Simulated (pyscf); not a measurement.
H₂Al–Cl + H₂O -> HO–AlH–Cl + H₂ (four-centre exchange; singlet surface; Al–H, H–O broken, Al–O, H–H formed). Structures and frequencies: ωB97X-D3(BJ)/def2-SVP in PySCF. Energies in eV from the separated reactants.

| level | barrier | reaction energy |
|---|---|---|
| ωB97X-D3(BJ)/def2-TZVP | -0.32 | -1.32 |
| PBE/def2-TZVP | -0.44 | -1.27 |
| B3LYP-D3(BJ)/def2-TZVP | ___ | ___ |
| PBE0-D3(BJ)/def2-TZVP | -0.38 | -1.25 |
| M06-2X/def2-TZVP | -0.36 | -1.45 |
| ωB97M-D3(BJ)/def2-TZVP | ___ | -1.30 |

### Question
Fill in the missing entries.

### Answer

- B3LYP-D3(BJ)/def2-TZVP, barrier: -0.31
- B3LYP-D3(BJ)/def2-TZVP, reaction energy: -1.34
- ωB97M-D3(BJ)/def2-TZVP, barrier: -0.28

On the reactant side the descent ends in an adduct with a Al–O contact, 1.10 eV under the separated species and 0.79 eV under the saddle at ωB97X-D3(BJ)/def2-TZVP. At ωB97X-D3(BJ)/def2-TZVP, PBE, B3LYP-D3(BJ), PBE0-D3(BJ), M06-2X, ωB97M-D3(BJ) the saddle lies under the separated reactants, which points to a path from their complex (located at ωB97X-D3(BJ) alone). What is counted as formed (Al–O) is already present as a longer contact in the reactant adduct; forming that adduct is a step of its own. At the saddle there is also a short Al–H contact that neither side keeps. One saddle was located; it need not be the lowest between these sides.
